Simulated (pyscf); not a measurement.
Single points on ωB97X-D3(BJ)/def2-SVP structures (PySCF, gas phase).

Q: Estimate by transition-state theory the rate constant of `[CuH]` + `[FH]` → `[F][Cu]` + `[H][H]` (singlet surface; Cu–H, F–H broken, Cu–F, H–H formed) at 600 K, with ωB97M-D3(BJ)/def2-TZVP energies (ideal gas, 1 atm, RRHO with modes under 100 cm⁻¹ raised to 100, one conformer, R ln 2 for chiral ones without a mode under 150 cm⁻¹; no tunnelling).

A: The electronic barrier is 9.0 kcal/mol and the thermal terms add +15.0, so ΔG‡ = 23.9 kcal/mol. With k_BT/h = 1.25e+13 s⁻¹ and RT = 1.192 kcal/mol, and a volume of 8.18e-20 cm³ per molecule at 1 atm, k = 1.9e-15 cm³ molecule⁻¹ s⁻¹. Wigner's tunnelling factor for 865i cm⁻¹ would be 1.18. A shift of 1 kcal/mol in the barrier changes k by a factor 2.3. On the reactant side the descent ends in a complex, 6.4 kcal/mol under the separated species and 12.9 kcal/mol under the saddle at ωB97X-D3(BJ)/def2-TZVP. The reactants may also form a dative adduct at CuH; it and routes through it were not searched. The products may also form a dative adduct at F–Cu; it and routes through it were not searched. At the saddle there is also a short Cu–H contact that neither side keeps. At ωB97X-D3(BJ)/def2-TZVP the barrier from the zero used here is 6.5 kcal/mol. One saddle was located; it need not be the lowest between these sides.
